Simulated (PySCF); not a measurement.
Below is a simulated gas-phase C 1s photoelectron spectrum of `COS(C)(=O)=O`.

Every computed line was given a Gaussian of 0.8 eV full width at half maximum and an area set by the number of equivalent atoms; the highest printed point is 100. Theory: PySCF, delta-SCF UKS SCAN, pcX-2 on the ionised atom, pcseg-1 elsewhere, spin-free X2C.

```tsv
binding energy (eV)	intensity
290.9	0
291.0	1
291.1	3
291.2	6
291.3	11
291.4	19
291.5	31
291.6	47
291.7	64
291.8	80
291.9	92
292.0	99
292.1	99
292.2	95
292.3	90
292.4	87
292.5	88
292.6	92
292.7	97
292.8	100
292.9	97
293.0	88
293.1	74
293.2	57
293.3	41
293.4	26
293.5	16
293.6	9
293.7	4
293.8	2
293.9	1
294.0	0
```

How many maxima does the curve show, and how many computed lines lie under it?

The curve has 2 maxima (at 292.1 and 292.8 eV). Under it lie 2 lines from 2 inequivalent carbon sites.

Decompose the envelope and assign each component. Numbering: `[CH3:1][O:2][S:3]([CH3:4])(=[O:5])=[O:6]`.

```json
{"position (eV)": "292.01", "relative area": "1", "line": "C 1s", "atoms": "C4", "environment": "S-methyl carbon"}
{"position (eV)": "292.86", "relative area": "1", "line": "C 1s", "atoms": "C1", "environment": "methoxy carbon"}
```

Above which line width would these two lines show one maximum?

Two equal Gaussians merge once their distance is under 2σ = FWHM/1.177. With 0.85 eV between them that is a full width over 1.00 eV.

Lowest listed C 1s: C4, bonded to S and 3 H. Highest, 0.85 eV above it: C1, bonded to O and 3 H.

The curve has no shake-up lines and no vibrational structure. Geometry: GFN2-xTB, one conformer, isolated molecule.

The values belong to the conformer `[CH3:1][O:2][S:3]([CH3:4])(=[O:5])=[O:6]`: C1–O2–S3–C4 180°.
